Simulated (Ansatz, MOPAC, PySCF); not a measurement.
Species: C₂H₆N, charge 0, multiplicity 2. SMILES: C[N]C
Structure (B3LYP-D3(BJ)/def2-TZVP (Ansatz, a program for electronic structure) minimum search):
```
N
C 1 1.4346
H 2 1.0897 1 110.60
H 2 1.1011 3 108.73 1 122.38
H 2 1.1011 3 108.73 4 115.23
C 1 1.4346 2 112.08 3 -180.00
H 6 1.0897 1 110.60 2 -180.00
H 6 1.1011 7 108.73 1 122.38
H 6 1.1011 7 108.73 8 115.23
```
Charge 0, spin multiplicity 2.

Unscaled harmonic wavenumbers (cm⁻¹) in rising order, each level at the stationary point that it reaches from this structure (no distance between atoms moves by over 0.3 Å); the order of modes can differ between levels, and a negative number is imaginary. B3LYP-D3(BJ)/def2-TZVP (PySCF, at the structure above): 89, 135, 435, 916, 933, 1012, 1021, 1209, 1211, 1392, 1412, 1464, 1471, 1489, 1490, 2937, 2948, 2972, 2980, 3096, 3097.

PM6 (MOPAC): -108, -101, 419, 940, 962, 996, 1018, 1207, 1209, 1234, 1241, 1242, 1318, 1329, 1337, 2659, 2663, 2667, 2670, 2759, 2762. Zero-point energy 43.8 against 48.2 kcal/mol; where all levels lie over 400 cm⁻¹, the wavenumbers are on average 0.931 times those of B3LYP-D3(BJ)/def2-TZVP. This level finds the structure a saddle point. The zero-point energy leaves imaginary modes out.

PM7 (MOPAC): -117, -106, 430, 981, 1002, 1041, 1054, 1243, 1246, 1273, 1278, 1279, 1349, 1389, 1393, 2639, 2643, 2647, 2650, 2752, 2753. Zero-point energy 44.4 against 48.2 kcal/mol; where all levels lie over 400 cm⁻¹, the wavenumbers are on average 0.952 times those of B3LYP-D3(BJ)/def2-TZVP. This level finds the structure a saddle point. The zero-point energy leaves imaginary modes out.

B3LYP/6-31G* (Ansatz): 85, 122, 433, 919, 937, 1026, 1035, 1219, 1223, 1420, 1444, 1494, 1502, 1519, 1522, 2956, 2967, 2997, 3004, 3117, 3118. Zero-point energy 48.7 against 48.2 kcal/mol; where all levels lie over 400 cm⁻¹, the wavenumbers are on average 1.011 times those of B3LYP-D3(BJ)/def2-TZVP.
